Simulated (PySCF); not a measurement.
Working out the electron affinity of Al

Al⁻ [Ne] 3s2 3p2 (3P) → Al [Ne] 3s2 3p1 (2P). All numbers are calculated (PySCF 2.14, no relativity, point nucleus, in dyall-av3z (19s12p3d2f, 84 functions)). Frozen: [Ne]; the 23 highest virtual orbitals dropped. Energies in hartree (1 hartree = 27.21139 eV):

| part | Al⁻ (lower) | Al (upper) |
| --- | --- | --- |
| UHF | -241.881068 | -241.880551 |
| MP2 opposite-spin | -0.039913 | -0.034320 |
| MP2 same-spin | -0.009871 | -0.002612 |

What does Hartree-Fock give?

(-241.880551) − (-241.881068) = 0.000517 hartree = 0.014 eV.

What do MP2 and SCS-MP2 (6/5 opposite-spin, 1/3 same-spin) give?

The opposite-spin parts differ by 0.152 eV and the same-spin parts by 0.198 eV. MP2: 0.014 + (0.152) + (0.198) = 0.364 eV. SCS-MP2: 0.014 + 1.2 × (0.152) + (0.198)/3 = 0.262 eV.

A first-order spin-orbit estimate adds -0.003 eV to MP2 (valence), giving 0.361 eV against 0.433 eV (measured; photodetachment measurements, as compiled on the Wikipedia data page of electron affinities).

What remains against the reference includes basis incompleteness, the frozen core and correlation beyond second order.
